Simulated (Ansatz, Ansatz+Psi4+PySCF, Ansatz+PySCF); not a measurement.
```xyz
2

N     0.0000    0.0000    0.1299
H     0.0000    0.0000   -0.9095
```

Basis set: cc-pVTZ (spherical functions). Frozen core: 1 orbital. Correlation on ROHF uses semicanonical orbitals with singles. Charge 0, multiplicity 3.

Computed with Ansatz (development build ahead of 0.2.0); free ground-state atoms in the same class of orbitals, no zero-point energy, no relativity.

The atomization energy of triplet NH from measured heats of formation, zero-point and thermal terms removed is 3.623 eV (G2/97 set, Curtiss et al., J. Chem. Phys. 106, 1063 (1997), as shipped with ASE); it holds spin-orbit and other relativistic effects.

(1) How far do UHF-CCSD(T), ROHF-CCSD(T), ROHF-MP2, UHF-MP2 miss it in this basis?

Results:

(1)

```csv
method,atomization energy (eV),computed − measured (eV)
UHF-CCSD(T),3.433,-0.190
ROHF-CCSD(T),3.435,-0.188
ROHF-MP2,3.329,-0.294
UHF-MP2,3.306,-0.317
```
